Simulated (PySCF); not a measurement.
C2H6N (doublet state).
Z-matrix (Å and degrees, GFN2-xTB geometry), rows numbered from 1:
```
C 
C   1  1.4842
N   2  1.4010  1  118.15
H   1  1.0907  2  110.50  3   -45.91
H   1  1.0886  2  110.08  3  -166.02
H   1  1.0989  2  112.65  3    74.09
H   2  1.0775  1  119.01  3  -146.86
H   3  1.0119  2  113.16  1    38.08
H   3  1.0107  2  113.91  1   167.63
```

The hyperfine couplings belong to this conformer and change with its torsions.

As a line formula: `C[CH]N` [radical].

Computed, not measured: UKS B3LYP, pcH-1 on C H N, non-relativistic, mean-field spin-orbit, GIAO in PySCF. The structure is a single GFN2-xTB conformer in the gas phase; no vibrational or solvent corrections. A GFN2-xTB geometry isn't a minimum of the functional, and hyperfine couplings can be far from their values at a DFT geometry. Stability of the SCF solution: not tested.

(1) Where do the isotropic ENDOR lines of C2, C1, N3, H4/H5/H6, H7 and H8/H9 fall at 1211.5 mT, to first order?

(2) Which pairs are centred on the nuclear Larmor frequency, and which on half the coupling?

(3) At what field would the lower line of N3 fall to zero frequency?

Results:

(1) ν± = |νn ± a/2|, one line for each electron-spin manifold; νn = |g_N| × 7.62259 MHz/T × B.

| nuclei | isotope | g_N | νn (MHz) | a_iso (MHz) | lower line (MHz) | upper line (MHz) |
| --- | --- | --- | --- | --- | --- | --- |
| C2 | 13C | 1.4048 | 12.97 | 132.49 | 53.27 | 79.22 |
| C1 | 13C | 1.4048 | 12.97 | -18.48 | 3.74 | 22.21 |
| N3 | 14N | 0.4038 | 3.73 | 13.63 | 3.09 | 10.55 |
| H4/H5/H6 | 1H | 5.5857 | 51.58 | 58.66 | 22.25 | 80.91 |
| H7 | 1H | 5.5857 | 51.58 | -30.62 | 36.27 | 66.89 |
| H8/H9 | 1H | 5.5857 | 51.58 | 12.42 | 45.37 | 57.79 |

The rows for 13C, of low natural abundance, apply to labelled samples.

(2) Centred on νn, since |a| < 2νn: C1, H4/H5/H6, H7 and H8/H9. Centred on |a|/2 and split by 2νn: C2 and N3.

(3) Where νn = |a|/2, that is B = 6.82 MHz/(0.4038 × 7.62259 MHz/T) = 2220 mT, as far as first order holds there.

Nuclei that the bonding pattern makes equivalent are averaged, as if the motion that swaps them (rotation, inversion, ring flip) were fast. The three 1H nuclei of mean +58.7 MHz run from 24.1 to 122.5 MHz in the frozen geometry. The 1H value of +12.4 MHz is a mean of couplings from 8.3 to 16.6 MHz in this one geometry, not an average over conformers.

Largest spin populations (Mulliken): C2 (+0.86), N3 (+0.15), H6 (+0.07) and C1 (-0.07). The positive populations add up to 1.10 and the negative ones to -0.10, together 2S = 1. The angles at C2 add up to 351.8°, so it is slightly pyramidal.
